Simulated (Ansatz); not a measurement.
Worked example: correlation energy of Ge–NH2, quartet

Geometry: a PBE0/def2-TZVP stationary point for this spin, not checked as a minimum.

```xyz
4

Ge    0.0000    0.0000    0.4319
N     0.0000    0.0000   -1.8834
H     0.0000    0.8309   -2.4773
H     0.0000   -0.8309   -2.4773
```

Basis cc-pVTZ; Ansatz 0.2.0. Only valence electrons are correlated (noble-gas cores and the filled d shells of p-block atoms frozen), which leaves 11 electrons in 86 orbitals. Prefix R: restricted or restricted open-shell reference; prefix U: unrestricted. No spin–orbit coupling is included, and no scalar relativity.

Full CI isn't at hand for all of this; UCCSDT(Q) serves as the reference, and is uncertain by about the last step of the cluster series.

Runs differ by some tens of microhartree through their thresholds and, for an open shell, their frozen cores, so steps under 0.03 kcal/mol mean nothing.

```csv
level,total energy (hartree)
UHF,-2130.960440
UMP2,-2131.201226
UCCSD,-2131.231969
UCCSD(T),-2131.240865
UCCSDT,-2131.241938
UCCSDT(Q),-2131.242297
```

Problem. What is the correlation energy at UCCSDT(Q), and what share of it do UMP2 and UCCSDT recover?

Solution. E(corr) = -2131.242297 − (-2130.960440) = -0.281857 hartree = -7.670 eV. UMP2: -0.240786 / -0.281857 = 85.43 %. UCCSDT: -0.281498 / -0.281857 = 99.87 %.

Problem. By how many kcal/mol does UCCSD(T) miss UCCSDT(Q) (1 hartree = 627.509 kcal/mol), and which steps make up the rest?

Solution. -2131.240865 − (-2131.242297) = 0.001432 hartree = 0.90 kcal/mol. Steps: UCCSDT − UCCSD(T) = -0.67, UCCSDT(Q) − UCCSDT = -0.23 kcal/mol. Differences between like states or geometries often cancel part of this.
